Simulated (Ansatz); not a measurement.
Total energies of `CC(O)S`.

Z-matrix (Å, degrees):
```
C
C 1 1.514
H 1 1.090 2 111.0
H 1 1.096 2 110.3 3 119.9
H 1 1.092 2 110.2 3 -120.6
O 2 1.410 1 111.8 3 -179.7
S 2 1.805 1 113.0 3 57.3
H 2 1.099 1 109.7 3 -56.7
H 6 0.963 2 107.9 1 49.3
H 7 1.344 2 95.9 1 55.5
```

Charge 0, multiplicity 1. All single points use the PBE0-D4/def2-TZVP geometry. It is one conformer, not always the lowest. Basis def2-TZVPP, the Gaussian-basis code of Ansatz.

RPA on PBE orbitals: Hartree–Fock energy of these orbitals -551.64336 Eh, correlation -1.26486 Eh (frozen core).

```tsv
functional	energy without D4 (Eh)	D4 term (kJ/mol)
LDA (SPW92)	-550.64432	–
PBE	-552.94542	-17.5
revPBE	-553.18584	-60.3
BLYP	-553.24413	-39.7
r2SCAN	-553.19303	-4.2
B97M-V	-553.18382	–
PBE0	-552.99147	-14.6
B3LYP	-553.33068	-28.2
r2SCANh	-553.18374	-4.4
r2SCAN0	-553.17074	-4.9
HSE06 (plane-wave form)	-552.97573	-13.4
BHLYP	-553.21454	-19.8
CAM-B3LYP	-553.24820	-14.5
LC-ωPBE	-553.10532	–
ωB97X-V	-553.20032	–
ωB97M-V	-553.21581	–
B2PLYP	-553.05465	–
PBE-QIDH	-552.88568	–
```

B3LYP takes the VWN-RPA correlation (the form of Gaussian; ORCA's B3LYP/G). HSE06 is the plane-wave form, built on full-range PBE exchange. The double hybrids freeze the cores in their second-order part.

LC-ωPBE has ω = 0.4 bohr⁻¹.
